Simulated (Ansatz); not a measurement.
Geometry optimisation, RKS B3LYP-D4/6-31G* (Ansatz).

The input (input.yaml):

```yaml
crystal:
  periodic: [false, false, false]
  atoms:
    - { symbol: C, position_ang: [-0.3582, -0.8548, -1.8475] }
    - { symbol: C, position_ang: [0.7004, -0.034, -1.1597] }
    - { symbol: "N", position_ang: [0.522, 0.1725, 0.2764] }
    - { symbol: C, position_ang: [0.6783, -1.0886, 1.0162] }
    - { symbol: C, position_ang: [-0.6324, 0.9278, 0.5989] }
    - { symbol: "N", position_ang: [-0.4364, 1.4764, 1.9458] }
    - { symbol: H, position_ang: [-0.4652, -1.8283, -1.4708] }
    - { symbol: H, position_ang: [-0.1496, -0.8634, -2.9369] }
    - { symbol: H, position_ang: [-1.3731, -0.2985, -1.7124] }
    - { symbol: H, position_ang: [1.6627, -0.5332, -1.3264] }
    - { symbol: H, position_ang: [0.7897, 0.9504, -1.6204] }
    - { symbol: H, position_ang: [-0.2552, -1.7185, 0.8509] }
    - { symbol: H, position_ang: [0.6286, -0.9062, 2.0845] }
    - { symbol: H, position_ang: [1.4724, -1.6571, 0.7585] }
    - { symbol: H, position_ang: [0.93606, 1.09971, 0.50097] }
    - { symbol: H, position_ang: [-1.5491, 0.3783, 0.5848] }
    - { symbol: H, position_ang: [0.5304, 1.8405, 1.9723] }
    - { symbol: H, position_ang: [-1.058, 2.2783, 2.1005] }
basis:
  gaussian: { orbitals: "6-31G*" }
hamiltonian:
  xc: b3lyp
  dispersion: d4
relax:
  f_tol: 0.02
  max_steps: 50
```

Command:

```bash
$ ansatz run input.yaml --threads 2 --pin off --max-ram 3072MiB --backend cpu --events-out ev --progress --plain --runs-dir out
```

Task: Where does it end, and by what steps?

Result: It converged. After 16 steps the energy has fallen by 2.073 eV; H17 moved furthest, 1.23 Å.

```json
{"step": "0", "energy less start (eV)": "0.0000", "largest force component (eV/Å)": "3.392", "accepted": "yes"}
{"step": "1", "energy less start (eV)": "-1.0462", "largest force component (eV/Å)": "1.888", "accepted": "yes"}
{"step": "2", "energy less start (eV)": "-1.5136", "largest force component (eV/Å)": "1.326", "accepted": "yes"}
{"step": "3", "energy less start (eV)": "-1.6924", "largest force component (eV/Å)": "0.690", "accepted": "yes"}
{"step": "4", "energy less start (eV)": "-1.8024", "largest force component (eV/Å)": "1.094", "accepted": "yes"}
{"step": "5", "energy less start (eV)": "-1.9075", "largest force component (eV/Å)": "0.521", "accepted": "yes"}
{"step": "6", "energy less start (eV)": "-1.9854", "largest force component (eV/Å)": "0.506", "accepted": "yes"}
{"step": "7", "energy less start (eV)": "-1.9500", "largest force component (eV/Å)": "1.181", "accepted": "no"}
{"step": "8", "energy less start (eV)": "-2.0228", "largest force component (eV/Å)": "0.366", "accepted": "yes"}
{"step": "9", "energy less start (eV)": "-2.0422", "largest force component (eV/Å)": "0.381", "accepted": "yes"}
{"step": "10", "energy less start (eV)": "-2.0638", "largest force component (eV/Å)": "0.173", "accepted": "yes"}
{"step": "11", "energy less start (eV)": "-2.0245", "largest force component (eV/Å)": "0.515", "accepted": "no"}
{"step": "12", "energy less start (eV)": "-2.0663", "largest force component (eV/Å)": "0.287", "accepted": "yes"}
{"step": "13", "energy less start (eV)": "-2.0726", "largest force component (eV/Å)": "0.040", "accepted": "yes"}
{"step": "14", "energy less start (eV)": "-2.0727", "largest force component (eV/Å)": "0.050", "accepted": "yes"}
{"step": "15", "energy less start (eV)": "-2.0728", "largest force component (eV/Å)": "0.022", "accepted": "yes"}
{"step": "16", "energy less start (eV)": "-2.0729", "largest force component (eV/Å)": "0.011", "accepted": "yes"}
```

```xyz
18
Properties=species:S:1:pos:R:3
C -0.443 -0.761 -1.875
C 0.777 -0.116 -1.234
N 0.598 0.128 0.227
C 0.615 -1.113 1.053
C -0.604 1.149 0.493
N -0.272 1.684 1.803
H -0.658 -1.754 -1.466
H -0.268 -0.877 -2.950
H -1.310 -0.113 -1.726
H 1.678 -0.727 -1.381
H 0.932 0.877 -1.663
H -0.270 -1.704 0.812
H 0.573 -0.798 2.097
H 1.518 -1.713 0.883
H 1.380 0.703 0.549
H -1.447 0.441 0.592
H -0.334 2.696 1.810
H -0.821 1.340 2.593
```

Whether the end is a true minimum wasn't checked by a vibrational analysis.

The run took 56 s on 2 threads of Intel(R) Xeon(R) Platinum 8488C (Sapphire Rapids) (shared host), peak memory 0.31 GiB.
